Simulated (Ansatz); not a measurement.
Geometry optimisation, RKS PBE0-D4/def2-SVP (Ansatz 0.2.0).

Input:

```yaml
crystal:
  periodic: [false, false, false]
  atoms:
    - { symbol: "N", position_ang: [-0.9546, 0.7171, -0.7674] }
    - { symbol: C, position_ang: [0.3029, 0.3902, -0.2584] }
    - { symbol: Al, position_ang: [0.0814, -0.9886, 1.1569] }
    - { symbol: H, position_ang: [-1.63298, 0.04633, -0.45622] }
    - { symbol: H, position_ang: [-1.30248, 1.64567, -0.31911] }
    - { symbol: H, position_ang: [0.795, 1.3, 0.1896] }
    - { symbol: H, position_ang: [0.9769, -0.0013, -1.069] }
    - { symbol: H, position_ang: [0.6474, -2.4527, 0.8243] }
    - { symbol: H, position_ang: [0.3988, -0.5191, 2.7178] }
basis:
  gaussian: { orbitals: def2-SVP }
hamiltonian:
  xc: pbe0
  dispersion: d4
relax:
  f_tol: 0.015
  max_steps: 40
output:
  orbitals: {}
```

Launched with:

```bash
$ ansatz run input.yaml --threads 1 --pin off --max-ram 2048MiB --backend cpu --events-out ev --progress --plain --runs-dir out
```

Problem. Where does it end, and by what steps?

Solution. The forces met the threshold. After 15 steps the energy has fallen by 1.600 eV; N1 moved furthest, 0.78 Å. Joined: N1–Al3.

| step | energy less start (eV) | largest force component (eV/Å) | accepted |
| --- | --- | --- | --- |
| 0 | 0.0000 | 3.470 | yes |
| 1 | -0.6752 | 1.127 | yes |
| 2 | -0.8092 | 0.311 | yes |
| 3 | -0.8289 | 0.214 | yes |
| 4 | -0.8621 | 0.600 | yes |
| 5 | -0.9129 | 0.397 | yes |
| 6 | -0.9549 | 0.416 | yes |
| 7 | -0.9949 | 0.565 | yes |
| 8 | -1.0365 | 0.896 | yes |
| 9 | -1.0469 | 0.803 | yes |
| 10 | -1.2349 | 0.895 | yes |
| 11 | -1.4000 | 1.566 | yes |
| 12 | -1.5666 | 0.985 | yes |
| 13 | -1.5973 | 0.108 | yes |
| 14 | -1.5997 | 0.069 | yes |
| 15 | -1.6004 | 0.009 | yes |

```xyz
9
Properties=species:S:1:pos:R:3
N -0.884 0.325 -0.100
C 0.612 0.460 -0.300
Al 0.237 -0.809 1.147
H -1.387 -0.042 -0.905
H -1.344 1.179 0.206
H 0.941 1.493 -0.131
H 0.901 0.133 -1.307
H 0.102 -2.351 0.775
H 0.134 -0.251 2.634
```

The run took 42 s on 1 thread of Arm Neoverse V1, on a shared host, peak memory 0.14 GiB.
